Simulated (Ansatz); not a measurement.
How far each method lies from RCCSDT(Q) for C4H5N, singlet

Geometry: MP2(full)/6-31G*, from the G2/97 set.

```xyz
10

H     0.0000    0.0000    2.1290
N     0.0000    0.0000    1.1184
C     0.0000    1.1245    0.3332
C     0.0000   -1.1245    0.3332
C     0.0000    0.7084   -0.9841
C     0.0000   -0.7084   -0.9841
H     0.0000    2.1129    0.7702
H     0.0000   -2.1129    0.7702
H     0.0000    1.3573   -1.8494
H     0.0000   -1.3573   -1.8494
```

Basis 6-31G; Ansatz 0.2.0. Only valence electrons are correlated (noble-gas cores frozen), which leaves 26 electrons in 50 orbitals. Prefix R: restricted or restricted open-shell reference. Active spaces: frontier = (8e, 8o) about the gap.

Full CI isn't at hand for all of this; RCCSDT(Q) serves as the reference, and is uncertain by about the last step of the cluster series.

The UHF ⟨S²⟩ is 0.000. The T1 diagnostic (RCCSD) is 0.0103 and the largest doubles amplitude (RCCSD) is 0.100.

```csv
level,E − E(RCCSDT(Q)) (mEh),share of correlation (%),wall time
RHF,508.80,0.00,–
RMP2,52.27,89.73,–
CISD,89.42,82.43,8.5 s
RCCSD,18.90,96.29,–
RCCSD(T),2.07,99.59,2.2 s
BCCD(T),2.03,99.60,2.7 s
RCCSDT,1.58,99.69,–
```

The correlation energy at RCCSDT(Q), counted from RHF, is -13.845 eV. That run took 15 s on 2 threads of AMD EPYC 7R13 with a shared H100 80 GB, shared host.

Run but not shown, since their state or frozen core can't be matched to the reference's or they repeat it: CASSCF (frontier space), NEVPT2 (frontier space), MRCISD (frontier space), MRCISD+Q (frontier space).

Times hold each run's SCF and search for its determinant on a shared host, so for small cases they say little of a method's own cost; they ran on 1 thread of AMD EPYC 7R13.

Atomization energy (electronic, same basis, no zero-point term; atoms at the same level, unrestricted beside the R rows where the molecule is a closed shell, with restricted open-shell steps beyond CCSDT(Q)) at RCCSDT(Q): 3848.3 kJ/mol. Errors of other levels:

| level | error (kJ/mol) |
| --- | --- |
| RHF | -853.1 |
| RMP2 | 29.7 |
| CISD | -226.6 |
| RCCSD | -44.0 |
| RCCSD(T) | -3.8 |
| BCCD(T) | -3.3 |
| RCCSDT | -4.1 |

This basis is far from its limit, so the value isn't to be set against a measured one. Truncated CI isn't size-consistent, which counts against it in atomization.
